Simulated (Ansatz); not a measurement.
A run of Ansatz (development build ahead of 0.2.0) on triplet SiS2 at this shape:

```json
{"atom": "Si", "x (Å)": "0.0000", "y (Å)": "0.0000", "z (Å)": "0.0000"}
{"atom": "S", "x (Å)": "0.0000", "y (Å)": "3.3108", "z (Å)": "2.5404"}
{"atom": "S", "x (Å)": "0.0000", "y (Å)": "-3.3108", "z (Å)": "2.5404"}
```

Its results:

```yaml
Converged: yes
Total_energy: -1085.16078 hartree
Spin_squared_of_the_determinant: 2.000
Stability_test: minimum among restricted orbitals
```

**Question.** Which input gives this output? Name the method, the orbitals and the basis set, and write the input.

**Answer.** PBE0 (restricted open-shell) in pcseg-2.

```yaml
crystal:
  periodic: [false, false, false]
  atoms:
    - { symbol: Si, position_ang: [0.0, 0.0, 0.0] }
    - { symbol: S, position_ang: [0.0, 3.3108, 2.5404] }
    - { symbol: S, position_ang: [0.0, -3.3108, 2.5404] }
basis:
  gaussian: { orbitals: pcseg-2 }
magnetization:
  initial_magnetization: 2
hamiltonian:
  xc: pbe0
```

Caution: stretched shape with no unrestricted run beside it, a lower state can exist; charge can spread falsely over distant fragments; other spin multiplicities may lie lower.
